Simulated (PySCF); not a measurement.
## Does the structure fit the spectrum?

A compound C$_{5}$H$_{8}$O gives the data below (simulated from a calculation) and was assigned the structure `C=C(C)C(C)=O`.

13C{1H} NMR (computed): δ 206.0 (C), 147.8 (CH), 134.9 (CH2), 33.1 (CH2), 9.3 (CH3).

1H NMR (500 MHz, computed): δ 6.43 (m, 1H), 6.31 (m, 1H), 6.14 (m, 1H), 2.68 (q, J = 8.1 Hz, 2H), 1.04 (t, J = 8.1 Hz, 3H).

Calculated, not measured (PySCF 2.14.0 with density-fitted response routines): GIAO B97-2/pcSseg-2 shieldings, geometry: PBE0-D3(BJ)/def2-SVP, spin–spin couplings from B3LYP/pcJ-1 (without the spin–dipole term). Rapidly exchanging positions averaged, no solvent model, one computed conformer, no relativistic terms.

Scale: TMS for 1H (σref 31.36), 13C (σref 183.46) (reference shieldings calculated alike).

Problem. Compare with the shifts computed for the proposed structure, pairing carbons in order of shift.

Solution. Structure with atom numbers: `[CH2:1]=[C:2]([CH3:3])[C:4]([CH3:5])=[O:6]` (H(Xn): hydrogen on atom n).

| atom | computed for proposal | given list | difference |
| --- | --- | --- | --- |
| C4 | 204.3 | 206.0 | -1.7 |
| C2 | 156.6 | 147.8 | +8.8 |
| C1 | 132.4 | 134.9 | -2.5 |
| C5 | 26.6 | 33.1 | -6.5 |
| C3 | 21.2 | 9.3 | +11.9 |

The rms difference is 7.4 ppm and the largest +11.9 ppm at C3 (allylic methyl carbon). The carbon types in order of shift don't match either: C, C, CH2, CH3, CH3 for the proposal against C, CH, CH2, CH2, CH3 in the data. The proposal doesn't fit.

Problem. Which isomer fits?

Solution. SMILES C=CC(=O)CC.

1. Carbon types of the structure: 1 × C, 1 × CH, 2 × CH2, 1 × CH3, which accounts for all hydrogens.
2. δC 206.0: ketone carbonyl carbon; the double bond to the heteroatom, with no lone-pair donor beside it, deshields it most.
3. δC 147.8: α carbon of a C=C–C=O unit; as expected for a trigonal carbon in a double bond.
4. δC 134.9: β carbon of a C=C–C=O unit; conjugation with the carbonyl draws π density from the β position.
5. δH 2.68: hydrogen on an sp3 CH2 α to a carbonyl; α to C=O.
6. The protons at 2.68 and 1.04 share a coupling of 8.1 Hz (vicinal).

This is the structure that produced the data.

Multiplet labels drop couplings under 1 Hz and merge nearly equal ones. Unscaled 3J(H,H) at this level run about 10 % above measured values. Shifts are as computed. Against solution values, carbons near 30 ppm lie about +4 ppm off and those near 130 ppm about +7 ppm. Of 1211 compounds with measured shifts, 218 miss one by over three times the rms of a fit or turn the order of signals round; such compounds aren't used in these exercises.
